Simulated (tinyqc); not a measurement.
Coupled-perturbed Hartree-Fock on RHF in the sto-3g basis, for LiH, spin multiplicity 1, step by step. Computed by tinyqc, a small Python program that keeps every step (integrals from PySCF). Settings: charge = 0, multiplicity = 1, basis = sto-3g, method = RHF, energy threshold = 1e-10, iteration cap = 73, orthogonalisation = symmetric, start = core, DIIS depth = 6. Command: `OMP_NUM_THREADS=1 python tinyqc.py 20618 20619 out.jsonl` (the two numbers bound the seeds that draw the settings). One thread of a shared host (Intel(R) Xeon(R) Processor @ 2.60GHz), about 0.1 s of CPU time with the checks. The early iterations of the SCF are left out here.

## One-electron integrals

Geometry (angstrom):

| atom | x | y | z |
|---|---|---|---|
| Li | 0.000000 | 0.000000 | 0.000000 |
| H | 0.000000 | 0.000000 | 1.906000 |

Basis sto-3g: exponents (1/bohr^2) and contraction coefficients of normalised primitives:

| element | l (shell) | exponent | coefficient |
|---|---|---|---|
| Li | s (1) | 16.119575 | 0.154329 |
| Li | s (1) | 2.936201 | 0.535328 |
| Li | s (1) | 0.794651 | 0.444635 |
| Li | s (2) | 0.636290 | -0.099967 |
| Li | s (2) | 0.147860 | 0.399513 |
| Li | s (2) | 0.048089 | 0.700115 |
| Li | p (3) | 0.636290 | 0.155916 |
| Li | p (3) | 0.147860 | 0.607684 |
| Li | p (3) | 0.048089 | 0.391957 |
| H | s (1) | 3.425251 | 0.154329 |
| H | s (1) | 0.623914 | 0.535328 |
| H | s (1) | 0.168855 | 0.444635 |

Overlap, kinetic and nuclear-attraction integrals over the contracted functions; the nuclear repulsion is the sum of Za Zb / Rab.

nuclear repulsion = 0.83291271 hartree

overlap S:
```
           1Li 1s    1Li 2s   1Li 2px   1Li 2py   1Li 2pz     2H 1s
1Li 1s   1.000000  0.241137  0.000000  0.000000  0.000000  0.034186
1Li 2s   0.241137  1.000000  0.000000  0.000000  0.000000  0.320492
1Li 2px  0.000000  0.000000  1.000000  0.000000  0.000000  0.000000
1Li 2py  0.000000  0.000000  0.000000  1.000000  0.000000  0.000000
1Li 2pz  0.000000  0.000000  0.000000  0.000000  1.000000  0.445219
2H 1s    0.034186  0.320492  0.000000  0.000000  0.445219  1.000000
```

kinetic energy T (hartree):
```
            1Li 1s     1Li 2s   1Li 2px   1Li 2py   1Li 2pz      2H 1s
1Li 1s    3.576786  -0.020237  0.000000  0.000000  0.000000  -0.010465
1Li 2s   -0.020237   0.102163  0.000000  0.000000  0.000000   0.024004
1Li 2px   0.000000   0.000000  0.319682  0.000000  0.000000   0.000000
1Li 2py   0.000000   0.000000  0.000000  0.319682  0.000000   0.000000
1Li 2pz   0.000000   0.000000  0.000000  0.000000  0.319682   0.084612
2H 1s    -0.010465   0.024004  0.000000  0.000000  0.084612   0.760032
```

nuclear attraction V (hartree):
```
            1Li 1s     1Li 2s    1Li 2px    1Li 2py    1Li 2pz      2H 1s
1Li 1s   -8.260519  -1.031292   0.000000   0.000000  -0.011349  -0.142967
1Li 2s   -1.031292  -1.465780   0.000000   0.000000  -0.104437  -0.544477
1Li 2px   0.000000   0.000000  -1.428779   0.000000   0.000000   0.000000
1Li 2py   0.000000   0.000000   0.000000  -1.428779   0.000000   0.000000
1Li 2pz  -0.011349  -0.104437   0.000000   0.000000  -1.511016  -0.765061
2H 1s    -0.142967  -0.544477   0.000000   0.000000  -0.765061  -2.059018
```

core Hamiltonian H = T + V (hartree):
```
            1Li 1s     1Li 2s    1Li 2px    1Li 2py    1Li 2pz      2H 1s
1Li 1s   -4.683733  -1.051529   0.000000   0.000000  -0.011349  -0.153432
1Li 2s   -1.051529  -1.363617   0.000000   0.000000  -0.104437  -0.520473
1Li 2px   0.000000   0.000000  -1.109097   0.000000   0.000000   0.000000
1Li 2py   0.000000   0.000000   0.000000  -1.109097   0.000000   0.000000
1Li 2pz  -0.011349  -0.104437   0.000000   0.000000  -1.191334  -0.680448
2H 1s    -0.153432  -0.520473   0.000000   0.000000  -0.680448  -1.298986
```

## Two-electron integrals

Functions are numbered as in S; the eight-fold symmetry (ij|kl) = (ji|kl) = (kl|ij) leaves the list below.

Two-electron integrals (ij|kl) in chemists' order, unique and non-zero (hartree):
```
(11|11) 1.680395   (21|11) 0.265420   (21|21) 0.049941   (22|11) 0.397727
(22|21) 0.092860   (22|22) 0.290562   (31|31) 0.008981   (32|31) 0.013788
(32|32) 0.064184   (33|11) 0.396640   (33|21) 0.092880   (33|22) 0.290497
(33|33) 0.312946   (41|41) 0.008981   (42|41) 0.013788   (42|42) 0.064184
(43|43) 0.016869   (44|11) 0.396640   (44|21) 0.092880   (44|22) 0.290497
(44|33) 0.279207   (44|44) 0.312946   (51|51) 0.008981   (52|51) 0.013788
(52|52) 0.064184   (53|53) 0.016869   (54|54) 0.016869   (55|11) 0.396640
(55|21) 0.092880   (55|22) 0.290497   (55|33) 0.279207   (55|44) 0.279207
(55|55) 0.312946   (61|11) 0.036246   (61|21) 0.006869   (61|22) 0.013065
(61|33) 0.012913   (61|44) 0.012913   (61|51) 0.000841   (61|52) 0.001640
(61|55) 0.013376   (61|61) 0.001038   (62|11) 0.107851   (62|21) 0.025593
(62|22) 0.087667   (62|33) 0.082818   (62|44) 0.082818   (62|51) 0.004069
(62|52) 0.026993   (62|55) 0.097282   (62|61) 0.004237   (62|62) 0.047554
(63|31) 0.001793   (63|32) 0.008968   (63|53) 0.003895   (63|63) 0.002948
(64|41) 0.001793   (64|42) 0.008968   (64|54) 0.003895   (64|64) 0.002948
(65|11) 0.140663   (65|21) 0.033660   (65|22) 0.119112   (65|33) 0.110927
(65|44) 0.110927   (65|51) 0.006274   (65|52) 0.041498   (65|55) 0.135360
(65|61) 0.005741   (65|62) 0.070043   (65|65) 0.104157   (66|11) 0.277372
(66|21) 0.066789   (66|22) 0.252807   (66|33) 0.230754   (66|44) 0.230754
(66|51) 0.011136   (66|52) 0.094342   (66|55) 0.296776   (66|61) 0.011347
(66|62) 0.175684   (66|65) 0.267367   (66|66) 0.774606
```

## Orthogonalisation

S = U s U^T; symmetric (Loewdin) form X = U s^(-1/2) U^T, so that X^T S X = 1.

eigenvalues of S: 0.439525  0.802134  1.000000  1.000000  1.179573  1.578767

X:
```
            1Li 1s     1Li 2s   1Li 2px   1Li 2py    1Li 2pz      2H 1s
1Li 1s    1.023413  -0.130476  0.000000  0.000000  -0.007183   0.017050
1Li 2s   -0.130476   1.075019  0.000000  0.000000   0.070924  -0.204169
1Li 2px   0.000000   0.000000  1.000000  0.000000   0.000000   0.000000
1Li 2py   0.000000   0.000000  0.000000  1.000000   0.000000   0.000000
1Li 2pz  -0.007183   0.070924  0.000000  0.000000   1.096295  -0.278221
2H 1s     0.017050  -0.204169  0.000000  0.000000  -0.278221   1.146798
```

## Iteration 7 (converged): orbitals

converged F (hartree):
```
            1Li 1s     1Li 2s   1Li 2px   1Li 2py    1Li 2pz      2H 1s
1Li 1s   -2.355463  -0.641139  0.000000  0.000000   0.014562  -0.094063
1Li 2s   -0.641139  -0.216066  0.000000  0.000000  -0.080909  -0.226142
1Li 2px   0.000000   0.000000  0.162863  0.000000   0.000000   0.000000
1Li 2py   0.000000   0.000000  0.000000  0.162863   0.000000   0.000000
1Li 2pz   0.014562  -0.080909  0.000000  0.000000   0.032020  -0.213159
2H 1s    -0.094063  -0.226142  0.000000  0.000000  -0.213159  -0.103555
```

Diagonalise F' = X^T F X, C = X C', fill 2 alpha and 2 beta electrons from the bottom; D = 2 C_occ C_occ^T. Each column has its largest component positive (the first on a tie).

F' = X^T F X (hartree):
```
           1          2         3         4          5          6
1  -2.302124  -0.359543  0.000000  0.000000   0.014273   0.006337
2  -0.359543  -0.026273  0.000000  0.000000   0.010235  -0.229901
3   0.000000   0.000000  0.162863  0.000000   0.000000   0.000000
4   0.000000   0.000000  0.000000  0.162863   0.000000   0.000000
5   0.014273   0.010235  0.000000  0.000000   0.155682  -0.269524
6   0.006337  -0.229901  0.000000  0.000000  -0.269524   0.089973
```

orbital energies (hartree): MO1 -2.357978, MO2 -0.258363, MO3 0.074633, MO4 0.162863, MO5 0.162863, MO6 0.458966

coefficients C:
```
               MO1        MO2        MO3        MO4       MO5        MO6
1Li 1s    0.991407  -0.153530  -0.213317   0.000000  0.000000   0.113034
1Li 2s    0.033426   0.480345   0.798102   0.000000  0.000000  -0.592107
1Li 2px   0.000000   0.000000   0.000000  -0.082954  0.996553   0.000000
1Li 2py   0.000000   0.000000   0.000000   0.996553  0.082954   0.000000
1Li 2pz  -0.004863   0.335044  -0.603143   0.000000  0.000000  -0.899051
2H 1s    -0.000131   0.572613  -0.170373   0.000000  0.000000   1.038083
```

D after iteration 7:
```
            1Li 1s     1Li 2s   1Li 2px   1Li 2py    1Li 2pz      2H 1s
1Li 1s    2.012919  -0.081216  0.000000  0.000000  -0.112522  -0.176085
1Li 2s   -0.081216   0.463697  0.000000  0.000000   0.321549   0.550094
1Li 2px   0.000000   0.000000  0.000000  0.000000   0.000000   0.000000
1Li 2py   0.000000   0.000000  0.000000  0.000000   0.000000   0.000000
1Li 2pz  -0.112522   0.321549  0.000000  0.000000   0.224557   0.383702
2H 1s    -0.176085   0.550094  0.000000  0.000000   0.383702   0.655770
```

Within a degenerate level the vectors are fixed only up to a rotation; this is one choice.

## Convergence

Stop when the energy changes by less than 1e-10 hartree and every element of the error matrix X^T (F D S - S D F) X is below 3e-06.

Course of the cycle:

| iteration | E (hartree) | change | largest element of the error matrix |
|---|---|---|---|
| 1 | -7.82661761 | - | 1.86e-01 |
| 2 | -7.83946154 | -1.28e-02 | 2.28e-02 |
| 3 | -7.84032793 | -8.66e-04 | 5.57e-03 |
| 4 | -7.84052763 | -2.00e-04 | 9.76e-04 |
| 5 | -7.84053214 | -4.51e-06 | 2.03e-05 |
| 6 | -7.84053214 | -1.53e-09 | 1.21e-06 |
| 7 | -7.84053214 | -1.21e-12 | 7.08e-08 |

PySCF RHF in the same basis = -7.84053214 hartree

Converged in 7 iterations.

## Integrals over molecular orbitals

(pq|rs) = sum C_ip C_jq C_kr C_ls (ij|kl), one index at a time.

one-electron integrals over orbitals h = C^T H C (hartree):
```
           1          2          3          4          5          6
1  -4.674643   0.097883   0.163711   0.000000   0.000000  -0.049312
2   0.097883  -1.382461   0.023308   0.000000   0.000000   0.012067
3   0.163711   0.023308  -1.106584   0.000000   0.000000   0.024647
4   0.000000   0.000000   0.000000  -1.109097   0.000000   0.000000
5   0.000000   0.000000   0.000000   0.000000  -1.109097   0.000000
6  -0.049312   0.012067   0.024647   0.000000   0.000000  -0.994873
```

Two-electron integrals over orbitals (pq|rs), unique and non-zero (hartree):
```
(11|11) 1.659065    (21|11) -0.101810   (21|21) 0.010934    (22|11) 0.334266
(22|21) 0.003927    (22|22) 0.466498    (31|11) -0.140637   (31|21) 0.010659
(31|22) -0.012921   (31|31) 0.021942    (32|11) 0.020832    (32|21) -0.002766
(32|22) -0.054314   (32|31) -0.000025   (32|32) 0.017002    (33|11) 0.393674
(33|21) -0.009595   (33|22) 0.216406    (33|31) 0.001311    (33|32) 0.011525
(33|33) 0.333481    (41|41) 0.009813    (42|41) 0.007309    (42|42) 0.021960
(43|41) 0.010323    (43|42) 0.019726    (43|43) 0.041311    (44|11) 0.396336
(44|21) -0.003829   (44|22) 0.255531    (44|31) -0.005041   (44|32) 0.009713
(44|33) 0.280942    (44|44) 0.312946    (51|51) 0.009813    (52|51) 0.007309
(52|52) 0.021960    (53|51) 0.010323    (53|52) 0.019726    (53|53) 0.041311
(54|54) 0.016869    (55|11) 0.396336    (55|21) -0.003829   (55|22) 0.255531
(55|31) -0.005041   (55|32) 0.009713    (55|33) 0.280942    (55|44) 0.279207
(55|55) 0.312946    (61|11) 0.067071    (61|21) -0.009467   (61|22) -0.007635
(61|31) -0.004123   (61|32) 0.002460    (61|33) 0.011634    (61|44) 0.001340
(61|55) 0.001340    (61|61) 0.010599    (62|11) -0.067850   (62|21) 0.002489
(62|22) 0.114167    (62|31) 0.003089    (62|32) -0.039297   (62|33) -0.017730
(62|44) -0.029488   (62|55) -0.029488   (62|61) 0.000347    (62|62) 0.127817
(63|11) 0.020088    (63|21) -0.002601   (63|22) -0.054122   (63|31) 0.004123
(63|32) 0.013277    (63|33) 0.036164    (63|44) 0.005258    (63|55) 0.005258
(63|61) 0.004365    (63|62) -0.035577   (63|63) 0.028209    (64|41) -0.006095
(64|42) -0.019127   (64|43) -0.012875   (64|64) 0.019710    (65|51) -0.006095
(65|52) -0.019127   (65|53) -0.012875   (65|65) 0.019710    (66|11) 0.357869
(66|21) 0.001481    (66|22) 0.438259    (66|31) -0.011133   (66|32) -0.046862
(66|33) 0.239413    (66|44) 0.262992    (66|55) 0.262992    (66|61) -0.004631
(66|62) 0.113799    (66|63) -0.045492   (66|66) 0.437008
```

## Response to a field: uncoupled start

dipole integrals <a|z|i> (bohr):
```
           i1         i2
a3  -0.138464  -0.613881
a4   0.000000   0.000000
a5   0.000000   0.000000
a6  -0.136006   0.939339
```

Field along z; U_ai = -mu_ai / (e_a - e_i), alpha = -4 sum U_ai mu_ai.

uncoupled U:
```
          i1         i2
a3  0.056920   1.843506
a4  0.000000   0.000000
a5  0.000000   0.000000
a6  0.048281  -1.309496
```

uncoupled polarisability = 9.504808 bohr^3

## Coupled step 1

U_ai = -(mu_ai + sum_bj [4 (ai|bj) - (ab|ij) - (aj|bi)] U_bj) / (e_a - e_i); alpha = -4 sum U_ai mu_ai.

U after step 1:
```
          i1         i2
a3  0.064749   2.505424
a4  0.000000   0.000000
a5  0.000000   0.000000
a6  0.048200  -1.246626
```

polarisability = 10.898226 bohr^3

## Coupled step 2

As before.

U after step 2:
```
          i1         i2
a3  0.062890   2.846016
a4  0.000000   0.000000
a5  0.000000   0.000000
a6  0.046093  -1.183115
```

polarisability = 11.493753 bohr^3

## Coupled polarisability

Repeat until U stops changing; compare with -d2E/dF2.

Course of the coupled iterations:

| step | alpha (bohr^3) |
|---|---|
| 0 | 9.504808 |
| 1 | 10.898226 |
| 2 | 11.493753 |
| 3 | 11.805359 |
| 4 | 11.971531 |
| 5 | 12.060322 |
| 6 | 12.107781 |
| 7 | 12.133149 |
| 8 | 12.146709 |
| 9 | 12.153957 |
| 10 | 12.157832 |
| 11 | 12.159903 |
| ... | ... |
| 19 | 12.162266 |
| 20 | 12.162273 |
| 21 | 12.162277 |
| 22 | 12.162279 |
| 23 | 12.162280 |
| 24 | 12.162281 |
| 25 | 12.162281 |
| 26 | 12.162281 |
| 27 | 12.162281 |
| 28 | 12.162281 |
| 29 | 12.162281 |
| 30 | 12.162281 |

coupled polarisability = 12.162281 bohr^3

finite-field check, fields of +/-0.001 au = 12.164878 bohr^3
